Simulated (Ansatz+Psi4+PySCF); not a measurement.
Results of a calculation; reference values are marked as such.
Input for PySCF 2.14.0:

```python
from pyscf import gto, scf, mp

# the (T+d) and (D+d) sets load through basis_set_exchange
mol = gto.M(atom="""
C 0.861900 -0.109100 -0.754200
S -0.497800 -0.012300 0.443100
H -0.629100 1.321600 0.426200
H 0.567700 0.281000 -1.728600
H 1.749100 0.414200 -0.397800
""", basis={'C': 'cc-pvtz', 'H': 'cc-pvtz', 'S': 'cc-pv(t+d)z'}, charge=0, spin=1)
mf = scf.UHF(mol)
mf.kernel()
pt = mp.MP2(mf, frozen=6).run()
print(mf.e_tot, pt.e_corr, pt.e_tot)
```

The script is written out from the run's settings.

The run gave:

```yaml
Converged: yes
Reference_energy: -437.11509 hartree
Correlation_energy: -0.32300 hartree
Total_energy: -437.43809 hartree
Spin_squared_of_the_determinant: 0.762
```

Messages of the program:
```
WARN: HOMO -0.152807355364843 >= LUMO -0.152807355364843
WARN: HOMO -0.152807355364843 >= LUMO -0.152807355364843
```
